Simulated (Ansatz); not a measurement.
Ideal-gas functions of CH₂Cl₂O, SMILES `OC(Cl)Cl` at 800 K and 1 bar, from an Ansatz frequency run at PBE0-D4/def2-TZVP.

Molar mass 100.93 g/mol, point group Cs (symmetry number 1), electronic degeneracy 1, moments of inertia 73.896, 155.631, 217.857 u Å². Harmonic wavenumbers (cm⁻¹, unscaled): 277, 303, 457, 459, 688, 741, 1156, 1234, 1270, 1411, 3181, 3811.

Use S(trans) = R[1.5 ln M + 2.5 ln T − 1.1517]; rotational temperatures θ = 24.2544 K / I; S(rot) = R[ln(√π/σ · √(T³/θAθBθC)) + 1.5]; for each mode x = 1.438777 ν̃/T, S = R[x/(eˣ − 1) − ln(1 − e⁻ˣ)] and H = RT x/(eˣ − 1); 1 cm⁻¹ = 0.0119627 kJ/mol; R = 8.31446 J/(mol·K).

Q: By hand: the entropy, in J/(mol·K).

A: Translation 186.9. Rotation: θ = 0.3282, 0.1558, 0.1113 K, giving 122.1. Vibration, mode by mode: 14.19, 13.46, 10.18, 10.14, 7.05, 6.52, 3.58, 3.21, 3.05, 2.50, 0.18, 0.07, in all 74.1. Electronic 0.0. Sum 383.1 J/(mol·K).

Q: By hand: H − E and G − E in kJ/mol, counted from the electronic energy.

A: Zero-point energy ½ × 14988 × 0.0119627 = 89.6; thermal vibration 32.4; translation, rotation and pV give 4 RT = 26.6. H − E = 148.6 kJ/mol, and G − E = 148.6 − 800 × 383.1/1000 = -157.9 kJ/mol.

Vibration gives 19 % of the entropy. The sum counts one conformer and one mirror image; others add a mixing term.
